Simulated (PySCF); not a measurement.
## Dipole moment and polarisability across levels of theory

Compound: azetidine, C3H7N.
SMILES: `C1CNC1`

PySCF, dipoles from the SCF density, polarisabilities from static response with core orbitals frozen. Isolated species at its PBE0-D3(BJ)/def2-SVP geometry, gas phase.

Q: Compare the levels for these properties.

A: 

```tsv
level	μ (D)	error (%)	α (Å³)	anisotropy (Å³)
LDA/def2-SVPD	1.197	-10.7	6.87	0.91
PBE/def2-SVPD	1.152	-14.0	6.79	0.92
B3LYP/def2-SVPD	1.215	-9.3	6.61	0.90
PBE0/def2-SVPD	1.213	-9.5	6.53	0.90
BHandHLYP/def2-SVPD	1.270	-5.2	6.37	0.88
CAM-B3LYP/def2-SVPD	1.266	-5.5	6.49	0.86
wB97X-D/def2-SVPD	1.260	-6.0	6.48	0.87
LC-wPBE/def2-SVPD	1.290	-3.7	6.30	0.82
HF/def2-SVPD	1.321	-1.4	6.16	0.85
PBE0/6-31G*	1.239	-7.5	5.46	0.84
PBE0/6-31+G*	1.362	+1.7	6.14	0.70
PBE0/def2-SVP	1.163	-13.2	5.62	0.87
PBE0/aug-cc-pVDZ	1.210	-9.7	6.76	0.90
PBE0/def2-TZVP	1.178	-12.1	6.36	0.93
PBE0/def2-TZVPD	1.200	-10.4	6.72	0.91
```

Reference dipole: 1.340 D (measured, gas; NIST CCCBDB Release 22 (SRD 101), experimental dipoles). The anisotropy is √(½[(α1 − α2)² + (α2 − α3)² + (α3 − α1)²]). For the dipole, the smallest error is 1.4% (HF/def2-SVPD) and the largest 14.0% (PBE/def2-SVPD). The dipole runs from 1.15 D (PBE/def2-SVPD) to 1.36 D (PBE0/6-31+G*). No reference polarisability is at hand; against PBE0 in the largest diffuse basis at hand (def2-TZVPD) the other PBE0 rows deviate by 6-31G* -19%, 6-31+G* -9%, def2-SVP -16%, def2-SVPD -3%, aug-cc-pVDZ +1%, def2-TZVP -5%. In one basis (def2-SVPD) the functionals order the polarisability from HF (lowest) to LDA (highest), a spread of 12%. With PBE0 the polarisability is 5.81 Å³ without diffuse functions (mean of 6-31G*, def2-SVP and def2-TZVP) and 6.54 Å³ with them (mean of 6-31+G*, def2-SVPD, aug-cc-pVDZ and def2-TZVPD). Measured values can belong to vibrating molecules; the computed ones are for one fixed geometry.
